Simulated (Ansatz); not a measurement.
Two structures of Si2H8O, singlet, reached by relaxing down either side of one saddle point (PBE0-D4/def2-TZVP). Energies are electronic, without zero-point energy. Ansatz 0.2.0; basis: def2-TZVPP and def2-QZVPP; cores frozen in the correlated methods. Extrapolation: Hartree–Fock as exp(−7.88 √X), correlation as X^−2.97. First:

Si1  (-0.906, -0.753, -0.574)
O2  (0.623, -1.263, -0.951)
H3  (-1.678, -1.833, 0.107)
H4  (-1.669, -0.394, -1.806)
Si5  (-0.699, 1.108, 0.826)
H6  (2.598, 0.071, 0.078)
H7  (3.045, 0.544, 0.445)
H8  (0.708, -2.028, -1.522)
H9  (0.033, 2.209, 0.145)
H10  (-2.067, 1.586, 1.170)
H11  (0.012, 0.754, 2.082)
(Å)

Second:

Si1  (-0.585, -1.080, 0.606)
O2  (1.457, 0.107, -1.439)
H3  (-1.558, -1.611, 1.603)
H4  (-0.964, -1.638, -0.721)
Si5  (-0.591, 1.263, 0.578)
H6  (2.192, -0.432, -1.136)
H7  (0.756, -1.615, 0.971)
H8  (1.115, -0.341, -2.217)
H9  (-0.952, 1.775, -0.769)
H10  (-1.604, 1.775, 1.545)
H11  (0.734, 1.800, 0.980)
(Å)

Problem. Which bonds change from the first to the second?

Solution. Si₂H₆O ([OH][SiH2][SiH3]) + H₂ → Si₂H₆ ([SiH3][SiH3]) + H₂O; bonds formed: Si1–H7, O2–H6; bonds broken: Si1–O2, H6–H7.

Problem. Give the saddle point's structure and its height above each. (An estimate is asked for; the value comes from the calculation.)

Solution. The calculation gives: 53.67 kcal/mol above the first and 41.91 kcal/mol above the second (CCSD(T) at an estimated basis limit (MP2 extrapolated from triple and quadruple zeta, plus CCSD(T) − MP2 in triple zeta)).
Si1  (-0.230, -0.650, -0.121)
O2  (0.963, -0.790, -1.559)
H3  (-0.335, -1.853, 0.747)
H4  (-1.361, -0.848, -1.104)
Si5  (-0.703, 1.381, 0.927)
H6  (1.637, -0.729, -0.679)
H7  (1.444, -0.443, 0.441)
H8  (0.939, -1.594, -2.094)
H9  (-0.114, 2.476, 0.108)
H10  (-2.165, 1.637, 1.058)
H11  (-0.074, 1.414, 2.274)
(Å)

No T1 diagnostic of these runs exceeds 0.014.

Labels in which every atom is bracketed show which atoms are joined, not bond orders.

For scale, one of the runs: CCSD(T)/def2-TZVPP, 227 basis functions, launched by `ansatz run in.yaml --threads 4 --pin off --events-out ev --progress --plain --max-ram 9574MiB`. Hardware: 4 CPU threads of an Arm Neoverse V1, shared host. Wall time 57 s; peak host memory 3.5 GiB.
